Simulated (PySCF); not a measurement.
## Structure from 2D NMR

Compound of formula C$_{2}$H$_{4}$ClF. Correlations simulated from computed shifts and the bond graph:

HSQC (one-bond C–H):
| δH | δC |
| --- | --- |
| 4.43 | 86.7 |
| 3.57 | 45.8 |

COSY cross peaks (H two or three bonds apart, from the bond graph; peaks can be absent where the dihedral angle is near 90°):
| δH | δH |
| --- | --- |
| 4.43 | 3.57 |

HMBC (two and three bonds, from the bond graph):
| δH | δC |
| --- | --- |
| 4.43 | 45.8 |
| 3.57 | 86.7 |

Non-relativistic Hamiltonian, isolated molecule, one computed conformer, equivalent nuclei averaged. Geometry: PBE0-D3(BJ)/def2-TZVP; B97-2/pcSseg-2 with gauge-including orbitals; PySCF.

δ = σ(ref) − σ, references computed at the same level: TMS for 1H (31.64 ppm) and 13C (185.38 ppm).

Exchangeable hydrogens are left out of these lists.

Question: Work out the connectivity.

Answer: SMILES FCCCl.

Atoms are numbered as in `[F:1][CH2:2][CH2:3][Cl:4]`. Each H is labelled by its parent atom.

- δC 86.7 is C2, an sp3 CH2 bonded to F (δH 4.43).
- δC 45.8 is C3, an sp3 CH2 bonded to Cl (δH 3.57).
- COSY links 4.43–3.57.

Carbons that carry Cl, above all several Cl atoms, come out too deshielded, partly because spin–orbit coupling is missing. Shifts are as computed. Against solution values, carbons near 30 ppm lie about +3 ppm off and those near 130 ppm about +7 ppm; carbons on Cl a further +5 ppm. Of 1211 compounds with measured shifts, 218 miss one by over three times the rms of a fit or turn the order of signals round; such compounds aren't used in these exercises.
